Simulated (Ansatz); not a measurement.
**Mg3GePd: from a trial structure to a relaxed crystal**

Method: Ansatz 0.2.0, DFT PBE, scalar-relativistic, plane waves, PAW. Cutoff 420 eV, Γ-centred k mesh, Gaussian smearing, no spin polarisation in the final step.

The start puts Mg3GePd on the hexagonal perovskite (2H) structure type (P6_3/mmc, No. 194), with Ge in place of Ba, Pd in place of Ni, Mg in place of O, at a guessed volume.

```
Mg Ge Pd
1.0
     6.22825    0.00000    0.00000
    -3.11412    5.39382    0.00000
     0.00000    0.00000    5.32111
Mg Ge Pd
6 2 2
Direct
  0.14600 0.29200 0.25000
  0.85400 0.14600 0.75000
  0.85400 0.70800 0.75000
  0.14600 0.85400 0.25000
  0.70800 0.85400 0.25000
  0.29200 0.14600 0.75000
  0.33333 0.66667 0.75000
  0.66667 0.33333 0.25000
  0.00000 0.00000 0.50000
  0.00000 0.00000 0.00000
```

Cell and atoms relax at zero pressure; the relaxation can't lower the symmetry of the start. After a coarse first stage the cell is made exact in the group found at 0.06 Å.

Energies over the elements count from the elements' standard structures at the same level, with no empirical corrections.

(1) Which crystal results?

(2) What are its volume, energy, density and gap?

Answers

(1) It keeps P6_3/mmc (No. 194). The result still has the hexagonal perovskite (2H) structure. Conventional cell: a = 6.922 Å, c = 5.166 Å. Mg has 2 Pd at 2.61 Å and 2 Mg at 2.99 Å (next Ge at 3.11 Å); Ge is coordinated by 6 Mg at 3.11 Å and 6 Mg at 3.47 Å; Pd has 2 Pd at 2.58 Å and 6 Mg at 2.61 Å.

```
Mg Ge Pd
1.0
     6.92209    0.00000    0.00000
    -3.46104    5.99471    0.00000
     0.00000    0.00000    5.16560
Mg Ge Pd
6 2 2
Direct
  0.18917 0.37835 0.25000
  0.81083 0.18917 0.75000
  0.81083 0.62165 0.75000
  0.18917 0.81083 0.25000
  0.62165 0.81083 0.25000
  0.37835 0.18917 0.75000
  0.33333 0.66667 0.75000
  0.66667 0.33333 0.25000
  0.00000 0.00000 0.50000
  0.00000 0.00000 0.00000
```

(2) The volume per atom is 21.44 Å³. The density is 3.90 g/cm³, the energy over the elements is -0.14 eV/atom and the gap on the 6×6×8 mesh is 0 eV (a metal).

The final run used a 6×6×8 mesh on its 10-atom cell and 0.10 eV smearing. For metals, differences of a few meV/atom aren't resolved. A structure relaxed within its symmetry needn't be a true minimum.

Cost: 3 runs of about 3.5 core-minutes in all, on Arm Neoverse V2 (shared hosts).